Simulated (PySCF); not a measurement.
Cartesian coordinates (Å):
```xyz
5

C     -0.4419     0.0201     0.1142
O      0.7822    -0.5580    -0.0559
H     -1.2672    -0.6562    -0.0433
H     -0.5464     1.0862    -0.0401
H      1.4733     0.1079     0.0252
```
Charge 0, spin multiplicity 2.

Question: Predict the dipole moment, highest occupied spin orbital and total energy from PBE-D3(BJ)/def2-TZVP // B3LYP-D3(BJ)/def2-TZVP run with PySCF.

Answer: 
```
Quantity                              Value
-----------------------------  ------------
dipole moment                        1.51 D
highest occupied spin orbital      -3.71 eV
total energy                   -114.9751 Ha
```
